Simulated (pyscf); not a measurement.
`[SiH3][O][SiH3]` + `[H]` [doublet] → `[SiH2][O][SiH3]` [doublet] + `[H][H]` (hydrogen abstraction; doublet surface; H–Si broken, H–H formed). Structures and frequencies: ωB97X-D3(BJ)/def2-SVP in PySCF. Rate constants from transition-state theory, ωB97M-D3(BJ)/def2-TZVP energies (ideal gas, 1 atm, RRHO with modes under 100 cm⁻¹ raised to 100, one conformer, R ln 2 for chiral ones without a mode under 150 cm⁻¹; no tunnelling), k in cm³ molecule⁻¹ s⁻¹.

| T (K) | 1000/T | log10 k |
|---|---|---|
| 298 | 3.354 | -13.78 |
| 600 | 1.667 | -11.96 |
| 900 | 1.111 | ? |
| 1200 | 0.833 | -10.79 |

Task: Fit an Arrhenius line to the three values, give the activation energy, and predict k at 900 K.

Result: Least squares gives log10 k = -9.89 − 1.17 × 1000/T, so Ea = 1.17 × ln 10 × 1.987 = 5.4 kcal/mol, against an electronic barrier of 5.0. At 900 K the line gives -11.19; the computed value is -11.23 (ΔG‡ = 23.0 kcal/mol), close to the line. One saddle was located; it need not be the lowest between these sides. The angle at the transferred H is 177°.
